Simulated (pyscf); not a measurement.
One addition across a multiple bond or ene-type step on the singlet surface with elements of a group swapped. CCSD(T)/def2-TZVPP + ΔMP2(QZVPP), kcal/mol, from the separated reactants. Structures and frequencies: ωB97X-D3(BJ)/def2-SVP in PySCF. Correlated levels are frozen-core, on RHF or UHF. ΔMP2 is the change of the MP2 total energy from the triple- to the quadruple-zeta basis.

```tsv
step	barrier	reaction energy	imaginary mode (i cm⁻¹)
H₂C=CH₂ + HF -> H₃C–CH₂–F	___	___	1895
H₂C=CH₂ + HCl → H₃C–CH₂–Cl	42.1	-21.0	1704
```

**Question.** Fill in the missing entries.

**Answer.** 
- H₂C=CH₂ + HF -> H₃C–CH₂–F, barrier: 48.3
- H₂C=CH₂ + HF -> H₃C–CH₂–F, reaction energy: -15.5

Row 1: On the reactant side the descent ends in a complex, 5.6 kcal/mol under the separated species and 48.2 kcal/mol under the saddle at ωB97X-D3(BJ)/def2-TZVP. Each row is the saddle that its search found. The CCSD(T) − MP2 part came from Ansatz, without density fitting, on the same reference.
